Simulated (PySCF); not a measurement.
A species of formula CH8BN has this rotational fingerprint, computed with PySCF, PBE0-D3(BJ)/def2-SVP geometry optimisation, gas phase:

| Property | Result |
| --- | --- |
| Rotational constants | A = 25911, B = 7562, C = 6631 MHz |
| Dipole components | \|μa\| = 4.36 D, \|μb\| = 3.11 D, \|μc\| = 0.00 D |
| Inertial defect | -10.12 u·Å² |
| κ | -0.90 |

Task: Which candidate fits, each taken in the one conformer that was computed?
A. `[BH3-][NH2+]C`
B. `[H]B([H])([H])<-NC`
C. `C[BH2-][NH3+]`

Result: C. It is C[BH2-][NH3+], a near-prolate asymmetric top, point group Cs. The candidates at the same level (rigid rotor, commonest isotopes):

```
            SMILES  A (MHz)  B (MHz)  C (MHz)  μa (D)  μb (D)  μc (D)  Δ (u·Å²)  point group                        rotor
[H]B([H])([H])<-NC    28355     8352     7403    4.91    2.68    0.00    -10.07           Cs  near-prolate asymmetric top
     [BH3-][NH2+]C    28327     8357     7405    4.91    2.68    0.00    -10.06            –  near-prolate asymmetric top
     C[BH2-][NH3+]    25911     7562     6631    4.36    3.11    0.00    -10.12           Cs  near-prolate asymmetric top
```

`[BH3-][NH2+]C` has C 12 % too high; `[H]B([H])([H])<-NC` has C 12 % too high. In the right answer the mirror of this Cs structure is the ab plane, so μc vanishes by symmetry. No structure here is proved a minimum.
